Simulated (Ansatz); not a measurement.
Geometry optimisation, RKS PBE0/def2-SVP (Ansatz 0.2.0).

Input file:

```yaml
crystal:
  periodic: [false, false, false]
  atoms:
    - { symbol: Al, position_ang: [0.0, 0.0, 0.0] }
    - { symbol: F, position_ang: [0.0, 0.0, 2.04] }
    - { symbol: O, position_ang: [1.5415, 0.0, -0.89] }
    - { symbol: H, position_ang: [1.8414, -0.9519, -1.0449] }
    - { symbol: H, position_ang: [-1.351, 0.0, -0.78] }
    - { symbol: H, position_ang: [0.0834, 1.7631, 0.5865] }
    - { symbol: H, position_ang: [0.0624, 1.3199, 1.5347] }
basis:
  gaussian: { orbitals: def2-SVP }
hamiltonian:
  xc: pbe0
relax:
  f_tol: 0.15
  max_steps: 25
  restrain:
    - { distance: [0, 5], at: 1.56, k: 30.0 }
    - { distance: [6, 1], at: 0.92, k: 30.0 }
    - { distance: [0, 1], at: 2.89, k: 30.0 }
    - { distance: [6, 5], at: 1.86, k: 30.0 }
```

Run as:

```bash
$ ansatz run input.yaml --threads 1 --pin off --max-ram 2048MiB --backend cpu --events-out ev --progress --plain --runs-dir out
```

Task: Where does it end, and by what steps?

Result: It converged. The restraints hold the end off the free minimum; the threshold counts their pulls, which the force column leaves out. Restrained pairs: Al1–H6 (1.86 → 1.57 Å), F2–H7 (1.41 → 0.93 Å), Al1–F2 (2.04 → 2.88 Å), H6–H7 (1.05 → 1.86 Å). After 8 steps the energy has fallen by 0.417 eV (the restraints' own energy left out); H7 moved furthest, 0.61 Å.

| step | energy less start (eV) | largest force component (eV/Å) | accepted |
| --- | --- | --- | --- |
| 0 | 0.0000 | 2.632 | yes |
| 1 | 0.4744 | 2.443 | yes |
| 2 | 0.0467 | 2.555 | yes |
| 3 | -0.1821 | 1.892 | yes |
| 4 | -0.3344 | 0.762 | yes |
| 5 | -0.3264 | 0.781 | yes |
| 6 | -0.3962 | 0.525 | yes |
| 7 | -0.4096 | 0.446 | yes |
| 8 | -0.4166 | 0.338 | yes |

```xyz
7
Properties=species:S:1:pos:R:3
Al 0.037 0.428 -0.424
F -0.048 0.242 2.447
O 1.583 -0.161 -0.837
H 1.757 -0.986 -1.289
H -1.296 -0.267 -0.920
H 0.067 1.783 0.370
H 0.076 1.092 2.098
```

Run time: 15 s on 1 thread of Intel(R) Xeon(R) Platinum 8488C (Sapphire Rapids), with other jobs on the host, peak memory 0.15 GiB.
